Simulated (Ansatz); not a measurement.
Input file:

```yaml
crystal:
  periodic: [false, false, false]
  atoms:
    - {symbol: B, position_ang: [0.000000, 0.000000, 0.000000]}
    - {symbol: Na, position_ang: [0.000000, 0.000000, 2.580000]}
basis:
  gaussian: {orbitals: cc-pVQZ}
total_charge: 1
magnetization: {spin_polarized: true, initial_magnetization: 1}
correlation: {method: ccsd_t, electrons: outside_noble_gas}
output: {forces: true}
```

```sh
$ ansatz run in.yaml --threads 1 --pin off --events-out ev --progress --plain --max-ram 2393MiB
```

Roughly how long does this take on 1 thread of Arm Neoverse V1, shared host, and how much host memory?

58 s wall and 1.4 GiB.

```
676 factors; integrals over basis functions are off by at most 6.1e-4 eV
mean field evaluation 1: about -5067.1452 eV, gradient 5.5e0 eV
mean field evaluation 2: about -5067.1476 eV, gradient 5.5e0 eV
mean field evaluation 4: about -5067.4785 eV, gradient 6.2e-1 eV
mean field evaluation 8: about -5067.4906 eV, gradient 3.4e-3 eV
mean field evaluation 16: about -5065.1244 eV, gradient 8.5e0 eV
mean field evaluation 32: about -5067.1290 eV, gradient 3.7e0 eV
mean field evaluation 64: about -5067.0023 eV, gradient 5.0e-4 eV
mean field evaluation 96: about -5066.9878 eV, gradient 2.6e-1 eV
mean field evaluation 128: about -5067.4906 eV, gradient 1.2e-2 eV
mean field -5067.49061259 eV, -186.2268451442 hartree, gradient 9.0e-6 eV, S^2 0.760100; 9 other end points of the search recorded, 0 dependent functions left out
determinant -5067.49061259 eV, -186.2268451442 hartree, with singles and doubles -5069.32806783 eV, -186.2943703787 hartree
determinant -5067.00230204 eV, -186.2089000626 hartree, with singles and doubles -5068.84043749 eV, -186.2764502941 hartree
determinant -5067.49061259 eV, -186.2268451442 hartree, with singles and doubles -5069.24983007 eV, -186.2914951941 hartree
determinant -5067.00230204 eV, -186.2089000626 hartree, with singles and doubles -5068.78523486 eV, -186.2744216352 hartree
6 core orbitals not correlated: weight in the atoms' cores, before any rotation towards them, 1.000 or more for the frozen orbitals, at most 0.000 for the correlated occupied ones
reference -5067.49061259 eV, -186.2268451442 hartree; 2, 1 occupied and 106, 107 virtual orbitals, 676 factors
second order -1.25034012 eV of doubles, -0.00000000 eV of singles
cycle   1  -1.75921639 eV  change    1.1e-6 eV  update   3.2e-6
cycle   2  -1.75921570 eV  change    6.9e-7 eV  update   1.8e-6
cycle   3  -1.75921525 eV  change    4.5e-7 eV  update   9.5e-7
cycle   4  -1.75921524 eV  change    9.0e-9 eV  update   2.7e-7
cycle   5  -1.75921521 eV  change    3.3e-8 eV  update   1.3e-7
perturbative correction -0.03710125 eV, -0.0013634458 hartree
the calculation of the forces begins
Total energy: -5069.28692905 eV, -186.2928585565 hartree
Atom 0 at     0.000000     0.000000     0.000000 Å, force    -0.000000    -0.000000    -0.637413 eV/Å
Atom 1 at     0.000000     0.000000     2.580000 Å, force     0.000000     0.000000     0.637413 eV/Å
Dipole moment:    -0.000000    -0.000000     0.458372 e Å
```

Forces (eV/Å):
```
B    0.000  0.000 -0.637
Na   0.000  0.000  0.637
```
